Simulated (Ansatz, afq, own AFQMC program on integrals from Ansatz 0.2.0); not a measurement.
**CH3⁺, singlet in cc-pVDZ, levels against full CI**

```yaml
atoms:
  - { symbol: C, position_ang: [-0.0036, -0.0064, 0.0000] }
  - { symbol: H, position_ang: [1.0895, 0.0075, -0.0002] }
  - { symbol: H, position_ang: [-0.5622, 0.9333, -0.0028] }
  - { symbol: H, position_ang: [-0.4843, -0.8639, 0.0027] }
```

Basis cc-pVDZ. Noble-gas cores (and the filled d shells of Ga–Kr and In–Xe) are frozen. Integrals, coupled cluster, full CI and functionals: Ansatz 0.2.0; the random walks run on the same integrals in our own AFQMC program. ph-AFQMC/CISD is guided by a CISD state made of CCSD amplitudes; releasing the constraint for a short imaginary time cuts its bias at the price of noise, slowly where states lie close. Free projection: walkers drawn from exp(T), propagated without any constraint. Its projection time is finite, and what remains of the start isn't in its error. Uncertainties: one standard error, sampling alone.

Determinant: RHF, the one that the program's search chose, which needn't be the lowest solution. The geometry is a point of a scan.

Full CI on the same integrals is exact in this basis and with this determinant's frozen core.

Cautions: the ph-AFQMC/CISD walk drifts between its halves (2.2 errors).

The T1 diagnostic is 0.0041. The weight of the determinant in the CISD state is 0.950. The size of the correlated space is 6 electrons in 28 orbitals.

Reference: full CI, correlation energy -3.526 eV. The released energy is read at 2.40 1/Eh (meV from the phaseless value at times in 1/Eh: -2.0 ± 0.7 at 0.24, -2.1 ± 0.6 at 0.51, -0.9 ± 0.9 at 0.99, -1.0 ± 0.8 at 1.62, -2.6 ± 1.0 at 2.40).

| level | E − E(reference) (kcal/mol) | share of correlation (%) |
| --- | --- | --- |
| HF | 81.31 | 0.00 |
| MP2 | 15.90 | 80.45 |
| CCSD | 1.33 | 98.37 |
| CCSD(T) | 0.24 | 99.70 |
| CCSDT | 0.04 | 99.95 |
| CCSDT(Q) | 0.01 | 99.99 |
| CCSDTQ | 0.00 | 100.00 |
| ph-AFQMC/HF | -0.30 ± 0.41 | 100.37 |
| ph-AFQMC/CISD | 0.00 ± 0.02 | 100.00 |
| released AFQMC | -0.06 ± 0.02 | 100.07 |
| free AFQMC | -0.02 ± 0.02 | 100.02 |

CCSDT and higher add their correlation energy to the determinant of the CCSD(T) run, since their own runs factorise the integrals more tightly (a shift of under 2 meV). Free projections are given only where their last times agree within the noise and don't stop above the reference; a slow remainder of the start can still hide under it. A walk keeps the symmetry of its determinant, which the program's search chose and which needn't be the lowest solution, so a lower state of the same spin and another symmetry isn't excluded. Released energies are given only where the last usable release times agree within the noise; a slower fall can still hide under it.
